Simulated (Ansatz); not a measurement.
A made-up structure of CHBCl, doublet:

B1  (1.393, -0.556, 0.554)
C2  (-0.083, 0.069, -0.084)
Cl3  (-1.322, -0.199, 0.500)
H4  (0.012, 0.686, -0.971)
(Å)

It is relaxed with PBE-D4/def2-SVP and then PBE0-D4/def2-TZVP (Ansatz 0.2.0). Atoms count as bonded within 1.22 times the sum of their covalent radii (H–H: 0.88 Å). The end point is not checked to be a true minimum.

**Question.** Does its bonding change? (Judge from chemistry; the calculation decides.)

**Answer.** Computed: No: no bond forms or breaks.

Where it ends: The first stage lowers the energy by 2.87 eV in 12 steps. It ends as CHBCl ([B][CH][Cl]):
```
4
angstrom
B 1.2583 -0.4977 0.4531
C 0.0938 0.0492 -0.0865
Cl -1.4628 -0.2317 0.6022
H 0.1106 0.6801 -0.9688
```

Labels in which every atom is bracketed show which atoms are joined, not bond orders.

For scale, one of the runs: PBE0-D4/def2-TZVP relaxation, 105 basis functions, launched by `ansatz run in.yaml --threads 2 --pin off --events-out ev --progress --plain --max-ram 4352MiB`. The run took about 7.5 s on 2 CPU threads of an AMD EPYC 9R45 (shared host).
